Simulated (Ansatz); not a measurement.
Task: a ladder of basis sets of AlClF, SMILES [F][Al][Cl], with the Ansatz DFT code, driven from Python. Give the script and its output. Level of theory (for the species named): MP2, cc-pVDZ basis, multiplicity 2. The script varies basis: cc-pVDZ, cc-pVTZ, cc-pVQZ.

Input file `alclf.xyz`:
```text
3

F    -1.05230    1.15570   -0.45880
Al   -0.43240   -0.46250   -0.28390
Cl    1.47370   -0.75800    0.72950
```

`basis_alclf.py`:
```python
"""How the energy of AlClF converges with the basis."""

import ansatz as az

LEVEL = "mp2"

mol = az.Crystal.molecule_from_extxyz("alclf.xyz")

setup = (
    mol.calculation()
    .correlation(LEVEL)
    .spin("collinear", total=1)
    .scf(lower_state_search="standard")
)

energies = {}
for basis in ["cc-pVDZ", "cc-pVTZ", "cc-pVQZ"]:
    summary = setup.basis(gaussian=basis).run(threads=1, backend="cpu").report
    size = summary["n_frozen"] + summary["n_occupied"][0] + summary["n_virtual"][0]
    energies[basis] = (summary["reference_energy_ev"] / 27.211386246, summary["free_energy_ev"] / 27.211386246)
    print(f"{basis:14s} {size:4d} orbitals  reference {energies[basis][0]:14.6f} Ha  total {energies[basis][1]:14.6f} Ha")

# correlation energy at the basis limit from E(X) = E + A / X^3
small, large = (energies[b][1] - energies[b][0] for b in ("cc-pVTZ", "cc-pVQZ"))
limit = (4 ** 3 * large - 3 ** 3 * small) / (4 ** 3 - 3 ** 3)
print(f"correlation energy: {small:.6f} and {large:.6f} Ha, extrapolated {limit:.6f} Ha")
print(f"share caught by the larger set: {100 * large / limit:.1f} %")
```

`python basis_alclf.py` gives:
```text
cc-pVDZ          50 orbitals  reference    -800.976659 Ha  total    -801.340596 Ha
cc-pVTZ          98 orbitals  reference    -801.042058 Ha  total    -801.535490 Ha
cc-pVQZ         173 orbitals  reference    -801.059662 Ha  total    -801.601173 Ha
correlation energy: -0.493432 and -0.541511 Ha, extrapolated -0.576596 Ha
share caught by the larger set: 93.9 %
```

Against cc-pVDZ: cc-pVTZ -194.9 mHa and cc-pVQZ -260.6 mHa. The last step alone is -65.68 mHa.

The settings weren't tested for convergence. The geometry is a force-field or estimated start, not a minimum of this method, and the last set is no limit. Much of the fall in a total is atomic energy, which cancels in bond and reaction energies. The run takes the species as open-shell (spin multiplicity 2), which needn't be its ground state. Inner cores stay frozen, so this is valence correlation. For Al to Cl the sets with a tight d function, cc-pV(X+d)Z, are usual. An extrapolation from small basis sets is rough. The whole script took 6 s on 1 thread of Arm Neoverse V2, on a shared host, peak memory 0.42 GiB.
